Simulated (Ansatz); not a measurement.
How the elastic constant C44 of 2H-SiC moves with the method

No measured value is used here.

| level (code) | value (GPa) | cell (Å³/atom) |
|---|---|---|
| LDA (Ansatz) | 155 | 10.14 |
| PBE (Ansatz) | 151 | 10.50 |
| r²SCAN (Ansatz) | 165 | 10.34 |
| HSE06 (Ansatz) | 164 | 10.28 |

Each level is taken at its own relaxed cell. Cutoffs and k meshes differ between the levels. Ansatz's density-functional and Hartree–Fock values are scalar-relativistic unless marked +SOC, with PAW data made under PBE.

Ansatz is a first-principles code.
